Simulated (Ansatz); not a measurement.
# Property card for GaPPt5

Theory: DFT r2SCAN, scalar-relativistic, plane waves, PAW (Ansatz).

Settings: cutoff 500 eV, Γ-centred mesh 10×10×6 on the computed 7-atom cell, Gaussian smearing of 0.10 eV; no spin polarisation.

The structure is relaxed at this level of theory with its symmetry kept. Whether it is the stable form of this composition wasn't checked.

```yaml
crystal:
  lattice:
    - [3.91345, 0.00000, 0.00000]
    - [0.00000, 3.91345, 0.00000]
    - [0.00000, 0.00000, 6.88713]
  atoms:
    - { symbol: Ga, position: [0.50000, 0.50000, 0.00000] }
    - { symbol: P, position: [0.00000, 0.00000, 0.50000] }
    - { symbol: Pt, position: [0.00000, 0.50000, 0.29024] }
    - { symbol: Pt, position: [0.00000, 0.50000, 0.70976] }
    - { symbol: Pt, position: [0.50000, 0.00000, 0.29024] }
    - { symbol: Pt, position: [0.50000, 0.00000, 0.70976] }
    - { symbol: Pt, position: [0.00000, 0.00000, 0.00000] }
```

```json
{"Space group": "P4/mmm (No. 123)", "Volume per atom": "15.07 Å³", "Formation energy from the elements' standard states (uncorrected)": "-0.496 eV/atom", "Generalised Kohn–Sham band gap": "none (metal)", "Density of states at the Fermi level": "0.93 states/eV per cell", "Löwdin character within 0.5 eV of the Fermi level": "Pt 5d 66 %, Ga 4p 10 %, P 3p 7 %, unprojected 5 %", "Bulk modulus": "236 GPa", "Its pressure derivative": "5.2", "Bader charges (e)": "Ga (1 in the cell) 1.03, P (1 in the cell) 0.32, Pt (4 in the cell) -0.23, Pt (1 in the cell) -0.41"}
```

Spin-orbit coupling is left out, which matters for the bands of heavy elements.

Cost: 9 runs of about 35 core-minutes in all, on Oxide Virtual Turin-like Processor (Zen 5) (shared hosts).